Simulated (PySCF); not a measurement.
**Orbital energies, ionisation energy and electron affinity**

Compound: C4H3O (charge +1).
Cartesian coordinates in Å at the PBE0-D3(BJ)/def2-SVP level; atoms count from 1:
```xyz
8
C4H3O angstrom
C      1.453   -0.249   -0.411
C      0.355   -0.186    0.089
C     -0.971   -0.090    0.679
C     -1.627    1.061    0.097
O     -2.097    1.955   -0.376
H      2.438   -0.322   -0.848
H     -0.971    0.066    1.779
H     -1.625   -0.965    0.473
```

Level: CAM-B3LYP/def2-SVPD (PySCF). Frontier orbitals with their largest atomic shares (Löwdin; up to four atoms above 4 %):

```tsv
orbital	ε (eV)	main atoms
HOMO−3	-20.71	C3 36 %, O5 20 %, H7 12 %, H8 12 %
HOMO−2	-20.67	C1 37 %, H6 23 %, C2 16 %, C3 12 %
HOMO−1	-15.12	C2 45 %, C1 40 %, C3 7 %
HOMO	-14.94	?
LUMO	-7.08	C4 44 %, O5 33 %, C3 9 %, C2 6 %
LUMO+1	-7.00	C4 45 %, O5 34 %, C3 12 %, H8 4 %
LUMO+2	-4.28	C4 40 %, C3 20 %, O5 15 %, C2 9 %
```

**Question.** What vertical ionisation energy does ΔSCF give, and how far is −ε(HOMO) from it?

**Answer.** ΔSCF: 16.15 eV (1559 kJ/mol; threshold wavelength 76.8 nm); ⟨S²⟩ of the doublet left behind is 0.752, against 0.75 for a pure doublet. −ε(HOMO) is 14.94 eV, 1.21 eV below it. For the exact functional −ε(HOMO) would equal the first vertical ionisation energy; CAM-B3LYP (range-separated hybrid) falls short of its own ΔSCF value by 7 %. Holes in the HOMO−1 and HOMO−2 were tried too where these lie within 1.2 eV of the HOMO; the lowest converged state counts.

**Question.** On which atoms does the HOMO lie?

**Answer.** C2 (alkyne carbon) 44 %, C1 (terminal alkyne carbon) 42 %, C3 (propargylic carbon) 7 %. The HOMO−1 lies 0.18 eV lower.

**Question.** And the vertical electron affinity, the fundamental gap, Mulliken's electronegativity and the hardness (with the factor ½)?

**Answer.** EA = 5.90 eV by ΔSCF (−ε(LUMO) = 7.08 eV). IE − EA = 10.25 eV against an orbital gap of 7.86 eV; (IE + EA)/2 = 11.02 eV; (IE − EA)/2 = 5.12 eV. Parr's electrophilicity index (IE + EA)²/[8(IE − EA)] is 5.93 eV.

**Question.** What kinetic energy would electrons from this vertical process carry with 118.2 nm light (10.49 eV)?

**Answer.** The photon is 5.66 eV short of the vertical value.

**Question.** Shift the occupied levels rigidly so that −ε(HOMO) equals the ΔSCF value. What binding energies result?

**Answer.** The shift is +1.21 eV: HOMO 16.15, HOMO−1 16.33, HOMO−2 21.88, HOMO−3 21.92 eV. A rigid shift is only a rough guide to the deeper ionisations.

**Question.** What total energies stand behind the ΔSCF value?

**Answer.** E(N) = -228.77191 Eh and E(N − 1) = -228.17830 Eh at the same geometry, 0.59361 Eh apart. With one more electron, E(N + 1) = -228.98855 Eh.

Isolated species at its PBE0-D3(BJ)/def2-SVP geometry, gas phase.
